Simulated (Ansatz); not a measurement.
Isolated molecules relaxed with PBE0-D4/def2-TZVP in Ansatz; ΔE leaves out vibrations. CCSD(T)/CBS is the MP2 limit (def2-TZVPP, def2-QZVPP) plus CCSD(T) − MP2 in def2-TZVPP, frozen cores. This one scheme is used for every species, atoms too. DFT in def2-TZVPP. B3LYP here is the variant with VWN-RPA as its local correlation; programs differ in this. HSE06 is defined as in plane-wave codes. No spin–orbit coupling; open shells (•) take unrestricted orbitals. Spin–orbit coupling would lower the free atoms: a little for C, F. One conformer a species, not always the lowest.

`N=C(F)F` → C• + 2 F• + H• + N•  (atomization)

`N=C(F)F`:

```xyz
5

N    -0.077    0.690   -0.705
C    -0.108   -0.296    0.040
F    -0.745   -1.396   -0.250
F     0.462   -0.444    1.221
H     0.469    1.446   -0.306
```

```json
{"level": "LDA (SPW92)", "ΔE (kJ/mol)": "2439.1", "difference from CCSD(T)/CBS": "465.2"}
{"level": "PBE-D4", "ΔE (kJ/mol)": "2109.0", "difference from CCSD(T)/CBS": "135.1"}
{"level": "revPBE-D4", "ΔE (kJ/mol)": "2021.0", "difference from CCSD(T)/CBS": "47.1"}
{"level": "BLYP-D4", "ΔE (kJ/mol)": "2031.4", "difference from CCSD(T)/CBS": "57.5"}
{"level": "B97M-V", "ΔE (kJ/mol)": "1987.1", "difference from CCSD(T)/CBS": "13.2"}
{"level": "PBE0-D4", "ΔE (kJ/mol)": "2001.8", "difference from CCSD(T)/CBS": "27.9"}
{"level": "B3LYP-D4", "ΔE (kJ/mol)": "1986.4", "difference from CCSD(T)/CBS": "12.5"}
{"level": "r2SCANh-D4", "ΔE (kJ/mol)": "1960.4", "difference from CCSD(T)/CBS": "-13.5"}
{"level": "r2SCAN0-D4", "ΔE (kJ/mol)": "1911.8", "difference from CCSD(T)/CBS": "-62.1"}
{"level": "HSE06-D4", "ΔE (kJ/mol)": "2004.8", "difference from CCSD(T)/CBS": "30.9"}
{"level": "BHLYP-D4", "ΔE (kJ/mol)": "1849.7", "difference from CCSD(T)/CBS": "-124.2"}
{"level": "CAM-B3LYP-D4", "ΔE (kJ/mol)": "2004.0", "difference from CCSD(T)/CBS": "30.1"}
{"level": "ωB97X-V", "ΔE (kJ/mol)": "1995.0", "difference from CCSD(T)/CBS": "21.1"}
{"level": "ωB97M-V", "ΔE (kJ/mol)": "1998.1", "difference from CCSD(T)/CBS": "24.2"}
{"level": "B2PLYP", "ΔE (kJ/mol)": "1967.7", "difference from CCSD(T)/CBS": "-6.2"}
{"level": "PBE-QIDH", "ΔE (kJ/mol)": "1957.7", "difference from CCSD(T)/CBS": "-16.2"}
{"level": "PBE", "ΔE (kJ/mol)": "2103.7", "difference from CCSD(T)/CBS": "129.8"}
{"level": "revPBE", "ΔE (kJ/mol)": "1999.5", "difference from CCSD(T)/CBS": "25.6"}
{"level": "BLYP", "ΔE (kJ/mol)": "2018.8", "difference from CCSD(T)/CBS": "44.9"}
{"level": "r2SCAN", "ΔE (kJ/mol)": "1992.8", "difference from CCSD(T)/CBS": "18.9"}
{"level": "PBE0", "ΔE (kJ/mol)": "1997.4", "difference from CCSD(T)/CBS": "23.5"}
{"level": "B3LYP", "ΔE (kJ/mol)": "1977.7", "difference from CCSD(T)/CBS": "3.8"}
{"level": "r2SCANh", "ΔE (kJ/mol)": "1959.1", "difference from CCSD(T)/CBS": "-14.8"}
{"level": "r2SCAN0", "ΔE (kJ/mol)": "1910.4", "difference from CCSD(T)/CBS": "-63.5"}
{"level": "BHLYP", "ΔE (kJ/mol)": "1844.1", "difference from CCSD(T)/CBS": "-129.8"}
{"level": "CAM-B3LYP", "ΔE (kJ/mol)": "1999.8", "difference from CCSD(T)/CBS": "25.9"}
{"level": "LC-ωPBE", "ΔE (kJ/mol)": "2004.4", "difference from CCSD(T)/CBS": "30.5"}
{"level": "HF/def2-SVP", "ΔE (kJ/mol)": "1255.6", "difference from CCSD(T)/CBS": "-718.3"}
{"level": "MP2/def2-SVP", "ΔE (kJ/mol)": "1931.7", "difference from CCSD(T)/CBS": "-42.2"}
{"level": "HF/def2-TZVPP", "ΔE (kJ/mol)": "1237.7", "difference from CCSD(T)/CBS": "-736.2"}
{"level": "MP2/def2-TZVPP", "ΔE (kJ/mol)": "1998.7", "difference from CCSD(T)/CBS": "24.8"}
{"level": "SCS-MP2/def2-TZVPP", "ΔE (kJ/mol)": "1958.4", "difference from CCSD(T)/CBS": "-15.5"}
{"level": "CCSD/def2-TZVPP", "ΔE (kJ/mol)": "1854.3", "difference from CCSD(T)/CBS": "-119.6"}
{"level": "CCSD(T)/def2-TZVPP", "ΔE (kJ/mol)": "1907.1", "difference from CCSD(T)/CBS": "-66.8"}
{"level": "HF/def2-QZVPP", "ΔE (kJ/mol)": "1241.9", "difference from CCSD(T)/CBS": "-732.0"}
{"level": "MP2/def2-QZVPP", "ΔE (kJ/mol)": "2038.5", "difference from CCSD(T)/CBS": "64.6"}
{"level": "SCS-MP2/def2-QZVPP", "ΔE (kJ/mol)": "2002.8", "difference from CCSD(T)/CBS": "28.9"}
{"level": "HF/CBS(def2)", "ΔE (kJ/mol)": "1242.5", "difference from CCSD(T)/CBS": "-731.4"}
{"level": "MP2/CBS(def2)", "ΔE (kJ/mol)": "2065.5", "difference from CCSD(T)/CBS": "91.6"}
{"level": "CCSD/CBS(def2)", "ΔE (kJ/mol)": "1921.1", "difference from CCSD(T)/CBS": "-52.8"}
{"level": "CCSD(T)/CBS", "ΔE (kJ/mol)": "1973.9", "difference from CCSD(T)/CBS": "0"}
```

Largest T1 diagnostic among the species: 0.013.

In def2-TZVPP, CCSD(T) changes the Hartree–Fock value by +669.4 kJ/mol (the triples alone add +52.8 kJ/mol) and MP2 by +761.0 kJ/mol; breaking electron pairs costs correlation energy, which Hartree–Fock lacks. Leaving LDA and LC-ωPBE aside and taking each functional with its dispersion term where it has one, the values spread over 259.3 kJ/mol, from BHLYP-D4 to PBE-D4. LDA lies +335.4 kJ/mol from PBE without D4, its usual overbinding. From BLYP to BHLYP (50 % exact exchange), in def2-TZVPP and without D4, ΔE moves by −174.7 kJ/mol: exact exchange takes away binding that semilocal exchange gives to molecules.

For atomizations the MP2-based limit and the directly extrapolated one differ by several kJ/mol either way, and by 10 to 25 for some Ge, Se and Sn compounds, so smaller differences from it don't rank the levels.
